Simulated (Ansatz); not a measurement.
C2H2O2 at its PBE0-D4/def2-TZVP geometry, where that method's forces vanish. Charge 0, multiplicity 1. The bonds changed during the relaxation, so this is another structure than the one it started from.

```xyz
6

O     1.3321    0.1539    0.0298
C     0.0328    0.0516   -0.1127
C    -1.0298    0.6449    0.5587
O    -0.5824   -0.5203   -1.0171
H     1.7534   -0.2866   -0.7242
H    -1.5061   -0.0435    1.2655
```

Q: What forces (eV/Å) does PBE-D4/def2-TZVPP give on these atoms in Ansatz 0.2.0? (An estimate is asked.)

A: The calculation gave: 
```
O1   0.653  0.263  0.409
C2   0.083  0.517  0.911
C3  -0.075  0.174 -0.047
O4  -0.757 -0.666 -1.084
H5   0.234 -0.190 -0.351
H6  -0.138 -0.098  0.162
```
